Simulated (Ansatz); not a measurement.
Calculated with Ansatz (gas phase, PBE0-D4/def2-TZVP geometries, no zero-point term in ΔE). CCSD(T)/CBS is extrapolated from def2-TZVPP and def2-QZVPP, frozen cores. Functionals use def2-TZVPP. B3LYP here is the variant with VWN-RPA as its local correlation; programs differ in this.

Consider the adduct formation: BH₃ + H₂O → `[BH3-][OH2+]`.

CCSD(T)/CBS gives -14.6 kcal/mol.

(1) Another level gave -19.4 kcal/mol. Which?
A. PBE-D4/def2-TZVPP
B. CAM-B3LYP-D4/def2-TZVPP
C. B3LYP-D4/def2-TZVPP
D. r2SCANh-D4/def2-TZVPP

(2) What do rigid-rotor, harmonic-oscillator terms from PBE0-D4/def2-TZVP frequencies (298.15 K, 1 bar) make of the CCSD(T)/CBS value? (Estimate.)

Largest T1 diagnostic among the species: 0.009.

## Answers

(1) A. PBE-D4 -19.4, r2SCANh-D4 -18.3, CAM-B3LYP-D4 -16.7, B3LYP-D4 -15.0 kcal/mol.

(2) Computed: ΔZPE = +5.0 kcal/mol, ΔH = -11.3 kcal/mol, ΔS = -124 J/(mol·K), ΔG = -2.4 kcal/mol.

At CCSD(T), def2-SVP lies −5.4 kcal/mol from the extrapolated value and def2-TZVPP −0.9 kcal/mol. From PBE to PBE0 (25 % exact exchange), in def2-TZVPP and without D4, ΔE moves by +0.8 kcal/mol. The D4 term adds −1.2 kcal/mol with B3LYP and −0.6 kcal/mol with PBE0; it sums over pairs of atoms, weighted by their polarisabilities, and B3LYP, whose exchange is more repulsive, gets the larger term.
